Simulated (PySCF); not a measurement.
**SiH3F (SMILES F[SiH3]): wB97X-V/STO-3G**

Aim: the vertical singlet–triplet gap of SiH3F at wB97X-V/STO-3G, from 2 runs. Input form: a Python script.

The calculation is run with PySCF 2.14.0.

9 further runs of the same task are left out: 3 that didn't finish, 6 set aside as unsound or not needed.

## 1. Starting point

The species is SiH3F (5 atoms), meant as a singlet with charge 0. As SMILES, `F[SiH3]`. The coordinates come from a PBE0-D4/def2-TZVP relaxation.

Bond lengths: F1–Si2 1.600 Å, Si2–H3 1.482 Å, Si2–H4 1.482 Å, Si2–H5 1.482 Å. Angles: F1–Si2–H3 108.3°, F1–Si2–H4 108.3°, F1–Si2–H5 108.3°, H3–Si2–H4 110.6°, H3–Si2–H5 110.6°, H4–Si2–H5 110.6°.

## 2. A single-point energy at wB97X-V/STO-3G

The input, run.py:

```python
from pyscf import gto, dft

mol = gto.M(
    atom='''
F     -1.274600     0.162800     0.858000
Si     0.043300    -0.019300    -0.030700
H     -0.367800    -0.192600    -1.443700
H      0.768600    -1.217900     0.451600
H      0.880500     1.193400     0.123400
''',
    charge=0,
    spin=0,
    max_memory=1860,
    basis='sto-3g',
    verbose=4,
)

mf = dft.RKS(mol, xc='wb97x-v')
mf.conv_tol = 1e-10
mf.nlcgrids.level = 1
mf.grids.level = 5
mf.kernel()
if not mf.converged:
    mf = mf.newton().run(mf.mo_coeff, mf.mo_occ)

e_tot = mf.e_tot
print('Final energy', e_tot)
```

The run is started by

```console
$ OMP_NUM_THREADS=1 python run.py
```

What it wrote:

```text
PySCF version 2.14.0

[INPUT] num. atoms = 5
[INPUT] num. electrons = 26
[INPUT] charge = 0
[INPUT] spin (= nelec alpha-beta = 2S) = 0
[INPUT] symmetry False subgroup None
[INPUT] Mole.unit = angstrom
[INPUT] Symbol           X                Y                Z      unit          X                Y                Z       unit  Magmom
[INPUT]  1 F     -1.274600000000   0.162800000000   0.858000000000 AA   -2.408644918371   0.307647413079   1.621385014877 Bohr   0.0
[INPUT]  2 Si     0.043300000000  -0.019300000000  -0.030700000000 AA    0.081825141194  -0.036471714204  -0.058014592024 Bohr   0.0
[INPUT]  3 H     -0.367800000000  -0.192600000000  -1.443700000000 AA   -0.695041268615  -0.363961251591  -2.728197606035 Bohr   0.0
[INPUT]  4 H      0.768600000000  -1.217900000000   0.451600000000 AA    1.452443499341  -2.301497447108   0.853400317854 Bohr   0.0
[INPUT]  5 H      0.880500000000   1.193400000000   0.123400000000 AA    1.663903852680   2.255199157056   0.233192203771 Bohr   0.0

nuclear repulsion = 63.0428072540354
number of shells = 11
number of NR pGTOs = 51
number of NR cGTOs = 17
basis = sto-3g
ecp = {}

******** <class 'pyscf.dft.rks.RKS'> ********
method = RKS
initial guess = minao
damping factor = 0
level_shift factor = 0
DIIS = <class 'pyscf.scf.diis.CDIIS'>
diis_start_cycle = 1
diis_space = 8
diis_damp = 0
SCF conv_tol = 1e-10
SCF conv_tol_grad = None
SCF max_cycles = 50
direct_scf = True
direct_scf_tol = 1e-13
XC library pyscf.dft.libxc version 7.0.0
    S. Lehtola, C. Steigemann, M. J.T. Oliveira, and M. A.L. Marques.,  SoftwareX 7, 1–5 (2018)
XC functionals = wb97x-v
    N. Mardirossian and M. Head-Gordon.,  Phys. Chem. Chem. Phys. 16, 9904-9924 (2014)
radial grids:
    Treutler-Ahlrichs [JCP 102, 346 (1995); DOI:10.1063/1.469408] (M4) radial grids

becke partition: Becke, JCP 88, 2547 (1988); DOI:10.1063/1.454033
pruning grids: <function nwchem_prune>
grids dens level: 5
symmetrized grids: False
atomic radii adjust function: <function treutler_atomic_radii_adjust>
** Following is NLC and NLC Grids **
NLC functional = wb97x-v
radial grids:
    Treutler-Ahlrichs [JCP 102, 346 (1995); DOI:10.1063/1.469408] (M4) radial grids

becke partition: Becke, JCP 88, 2547 (1988); DOI:10.1063/1.454033
pruning grids: <function nwchem_prune>
grids dens level: 1
symmetrized grids: False
atomic radii adjust function: <function treutler_atomic_radii_adjust>
small_rho_cutoff = 0
Set gradient conv threshold to 1e-05
Initial guess from minao.
tot grids = 158056
tot grids = 19128
init E= -385.905537021261
  HOMO = -0.371445704761012  LUMO = 0.20524552933004  gap/eV = 15.69257
cycle= 1 E= -386.187963402361  delta_E= -0.282  |g|= 0.356  |ddm|= 2.23
  HOMO = -0.141197219269406  LUMO = 0.363769716732642  gap/eV = 13.74085
cycle= 2 E= -386.239468061198  delta_E= -0.0515  |g|= 0.205  |ddm|= 1.03
  HOMO = -0.277860702168793  LUMO = 0.393352111899005  gap/eV = 18.26463
cycle= 3 E= -386.254068972011  delta_E= -0.0146  |g|= 0.013  |ddm|= 0.325
  HOMO = -0.280152946781519  LUMO = 0.398308524905059  gap/eV = 18.46188
cycle= 4 E= -386.254191415696  delta_E= -0.000122  |g|= 0.00251  |ddm|= 0.0374
  HOMO = -0.281156214291044  LUMO = 0.397478515590264  gap/eV = 18.46659
cycle= 5 E= -386.25419558761  delta_E= -4.17e-06  |g|= 0.000517  |ddm|= 0.00692
  HOMO = -0.280829118149324  LUMO = 0.397477226025652  gap/eV = 18.45766
cycle= 6 E= -386.254195807518  delta_E= -2.2e-07  |g|= 6.22e-05  |ddm|= 0.00175
  HOMO = -0.280869879630892  LUMO = 0.397475796225774  gap/eV = 18.45873
cycle= 7 E= -386.254195810541  delta_E= -3.02e-09  |g|= 8.54e-06  |ddm|= 0.000202
  HOMO = -0.280869898873152  LUMO = 0.397475367860921  gap/eV = 18.45871
cycle= 8 E= -386.254195810593  delta_E= -5.17e-11  |g|= 3.47e-07  |ddm|= 2.73e-05
  HOMO = -0.280870401298566  LUMO = 0.397475445619881  gap/eV = 18.45873
Extra cycle  E= -386.254195810592  delta_E= 9.09e-13  |g|= 6.6e-08  |ddm|= 7.04e-07
converged SCF energy = -386.254195810592
Final energy -386.2541958105917
```

Wall time 24 s (1 thread of Arm Neoverse N1, shared host); peak memory 0.19 GiB.

## 3. The triplet

The input, input.py:

```python
from pyscf import gto, dft

mol = gto.Mole()
mol.atom = '''
F       -1.274600       0.162800       0.858000
Si       0.043300      -0.019300      -0.030700
H       -0.367800      -0.192600      -1.443700
H        0.768600      -1.217900       0.451600
H        0.880500       1.193400       0.123400
'''
mol.max_memory = 1860
mol.basis = 'sto-3g'
mol.verbose = 3
mol.spin = 2
mol.charge = 0
mol.build()

calc0 = dft.UKS(mol)
calc0.xc = 'wb97x-v'
calc0.nlcgrids.level = 1
calc0.conv_tol = 1e-10
calc0.grids.level = 5
calc0.kernel()
if not calc0.converged:
    calc0 = calc0.newton().run(calc0.mo_coeff, calc0.mo_occ)

e_tot = calc0.e_tot
print(f'total energy: {e_tot:.8f} hartree')
```

The run is started by

```console
$ OMP_NUM_THREADS=1 python input.py
```

What it wrote:

```text
WARN: HOMO 0.205245529330039 >= LUMO -0.371445704761012

WARN: HOMO 0.223022656004651 >= LUMO 0.0814615390562022

WARN: HOMO 0.145545211374756 >= LUMO -0.0395710194014961

WARN: HOMO 0.100283703474268 >= LUMO -0.0207910902371496

WARN: HOMO 0.0952116338850076 >= LUMO -0.0235585904439803

WARN: HOMO 0.0869581764453666 >= LUMO -0.0235392154639673

WARN: HOMO 0.0800015252485111 >= LUMO -0.027860738361084

WARN: HOMO 0.0821821657073963 >= LUMO -0.0295294419773071

WARN: HOMO 0.0820598612496864 >= LUMO -0.0290518520671422

WARN: HOMO 0.0819030845187694 >= LUMO -0.0288563191872332

WARN: HOMO 0.0819990656615151 >= LUMO -0.0289112463543396

WARN: HOMO 0.0819482487673814 >= LUMO -0.02889790009488

WARN: HOMO 0.0819535201037008 >= LUMO -0.0289104330018576

WARN: HOMO 0.0819532514040558 >= LUMO -0.0289136495337857

WARN: HOMO 0.0819523676391666 >= LUMO -0.0289129353271831

WARN: HOMO 0.0819521525244144 >= LUMO -0.028913100662938

WARN: HOMO 0.0819521689474334 >= LUMO -0.028913071460461

WARN: HOMO 0.0819522611075961 >= LUMO -0.0289130117793969

WARN: HOMO 0.0819522404067608 >= LUMO -0.028913035406803

WARN: HOMO 0.0819523001740328 >= LUMO -0.0289129927821764

WARN: HOMO 0.0819523619616963 >= LUMO -0.0289126215859361

WARN: HOMO 0.0819522682605329 >= LUMO -0.0289120512766152

WARN: HOMO 0.0819536989418895 >= LUMO -0.0288760587220066

WARN: HOMO 0.0819533991233827 >= LUMO -0.0288899361043927

WARN: HOMO 0.0819535029624112 >= LUMO -0.0288240274262298

WARN: HOMO 0.0819536906289544 >= LUMO -0.0286317665016492

WARN: HOMO 0.0819538785415383 >= LUMO -0.028536517821474

WARN: HOMO 0.0819538926098347 >= LUMO -0.0286002457681004

WARN: HOMO 0.0819544364953367 >= LUMO -0.0287211345368866

WARN: HOMO 0.0819566323420971 >= LUMO -0.0282409651993487

WARN: HOMO 0.0819573948752964 >= LUMO -0.0283116409717193

WARN: HOMO 0.0819462560217175 >= LUMO -0.0243157722512698

WARN: HOMO 0.0819464242659256 >= LUMO -0.024344076529674

WARN: HOMO 0.0819492914330194 >= LUMO -0.0256504471080014

WARN: HOMO 0.0819596484224373 >= LUMO -0.0283443928522541

WARN: HOMO 0.0819517971189155 >= LUMO -0.0256652159331126

WARN: HOMO 0.0819507675441901 >= LUMO -0.026234520017643

WARN: HOMO 0.0819517447693406 >= LUMO -0.02579701979569

WARN: HOMO 0.0819527315754263 >= LUMO -0.02652822554615

WARN: HOMO 0.0819619028561493 >= LUMO -0.0293402081598915

WARN: HOMO 0.0819584660608808 >= LUMO -0.0279860534764264

WARN: HOMO 0.0819616319096549 >= LUMO -0.0289025555451589

WARN: HOMO 0.0819613034618792 >= LUMO -0.0287060635915791

WARN: HOMO 0.0819620521797187 >= LUMO -0.0289334742039863

WARN: HOMO 0.0819621647282838 >= LUMO -0.0288625913869476

WARN: HOMO 0.0819622345337817 >= LUMO -0.0288880175313694

WARN: HOMO 0.0819625410567236 >= LUMO -0.028881017582553

converged SCF energy = -385.86438046027  <S^2> = 2.0015583  2S+1 = 3.0010387
total energy: -385.86438046 hartree
```

Wall time 2 min (1 thread of Arm Neoverse N1, shared host); peak memory 0.2 GiB.

## 4. Results

At wB97X-V/STO-3G:

| quantity | value |
| --- | --- |
| singlet: total energy | -386.25420 Eh |
| singlet: dipole moment | 0.66 D |
| singlet: HOMO energy | -7.64 eV |
| singlet: LUMO energy | 10.82 eV |
| singlet: HOMO–LUMO gap | 18.46 eV |
| triplet: total energy | -385.86438 Eh |
| triplet: dipole moment | 1.40 D |
| triplet: ⟨S²⟩ | 2.002 |
| vertical energy of the triplet above the singlet | 10.607 eV |

At this shape the triplet lies 10.61 eV (1023 kJ/mol) above the singlet. In a minimal basis such a difference can be off by several eV, whatever the method.
